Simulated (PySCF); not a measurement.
**BH4O− (SMILES [BH3-]O): M06-2X/STO-6G**

What is the energy change on altering one bond length of BH4O− at M06-2X/STO-6G? Input form: a Python script.

The results are computed with PySCF 2.14.0.

7 further runs of the same task are left out: 7 set aside as unsound or not needed.

**1. The molecule**

BH4O− has 6 atoms, charge -1, and is taken as a singlet. SMILES: `[BH3-]O`. Geometry: relaxed at GFN2-xTB.

Bond lengths: B1–O2 1.506 Å, B1–H3 1.247 Å, B1–H4 1.218 Å, B1–H5 1.247 Å, O2–H6 0.957 Å. Angles: B1–O2–H6 105.4°, O2–B1–H3 110.8°, O2–B1–H4 108.0°, O2–B1–H5 110.8°, H3–B1–H4 109.7°, H3–B1–H5 107.7°, H4–B1–H5 109.8°.

**2. A single-point energy at M06-2X/STO-6G**

job.py

```python
from pyscf import gto, dft

mol = gto.M(
    atom=[
    ('B', (-0.074670, -0.173680, -0.316420)),
    ('O', (-0.013550, 1.016190, 0.603980)),
    ('H', (1.062740, -0.650510, -0.499740)),
    ('H', (-0.542300, 0.195170, -1.379270)),
    ('H', (-0.789000, -1.072510, 0.169030)),
    ('H', (0.356770, 0.685330, 1.422430)),
],
    charge=-1,
    max_memory=1860,
    basis='sto-6g',
    verbose=3,
)

mf = dft.RKS(mol)
mf.xc = 'm06-2x'
mf.conv_tol = 1e-10
mf.grids.level = 5
mf.kernel()
if not mf.converged:
    mf = mf.newton().run(mf.mo_coeff, mf.mo_occ)

e_final = mf.e_tot
print(f'total energy: {e_final:.8f} hartree')
```

Run with:

```sh
$ OMP_NUM_THREADS=1 python job.py
```

The program printed:

```text
converged SCF energy = -101.952757865136
total energy: -101.95275787 hartree
```

Run time: 3.6 s. Hardware: 1 thread of Arm Neoverse V1, shared host; peak memory 0.18 GiB.

**3. The distorted shape at the same level**

start.xyz

```xyz
6
BH4O
B     -0.643376     0.064735    -0.224760
O     -0.582256     1.254605     0.695640
H      1.062740    -0.650510    -0.499740
H     -1.111006     0.433585    -1.287610
H     -1.357706    -0.834095     0.260690
H     -0.211936     0.923745     1.514090
```

input.py

```python
from pyscf import gto, dft

mol = gto.M(
    atom='start.xyz',
    verbose=3,
    basis='sto-6g',
    charge=-1,
    max_memory=1860,
)

mf = dft.RKS(mol, xc='m06-2x')
mf.grids.level = 5
mf.conv_tol = 1e-10
mf.kernel()
if not mf.converged:
    mf = mf.newton().run(mf.mo_coeff, mf.mo_occ)

e_final = mf.e_tot
print('E(%s) = %.9f' % ('M06-2X', e_final))
```

Run with:

```sh
$ OMP_NUM_THREADS=1 python input.py
```

The program printed:

```text
converged SCF energy = -101.862975996972
E(M06-2X) = -101.862975997
```

Run time: 3.9 s. Hardware: 1 thread of Arm Neoverse V1, shared host; peak memory 0.18 GiB.

**4. What came out**

At M06-2X/STO-6G:

| quantity | value |
| --- | --- |
| first shape: total energy | -101.95276 Eh |
| first shape: HOMO energy | 2.76 eV |
| first shape: LUMO energy | 19.78 eV |
| first shape: HOMO–LUMO gap (to an unbound level, set by the basis) | 17.02 eV |
| distorted shape: total energy | -101.86298 Eh |
| distorted shape: HOMO energy | 2.85 eV |
| distorted shape: LUMO energy | 14.69 eV |
| distorted shape: HOMO–LUMO gap (to an unbound level, set by the basis) | 11.84 eV |
| energy change with the B1–H3 bond stretched from 1.247 to 1.870 Å | 2.443 eV |

**Reading.** With the B1–H3 bond stretched from 1.247 to 1.870 Å the energy rises by 2.44 eV (56 kcal/mol). The first shape isn't relaxed at this level, so the change isn't measured from a minimum. The minimal basis adds a large error of its own. The HOMO (first shape) lies at positive energy, 2.76 eV; only total energies tell whether the electron is bound. The HOMO (distorted shape) lies at positive energy, 2.85 eV; only total energies tell whether the electron is bound.
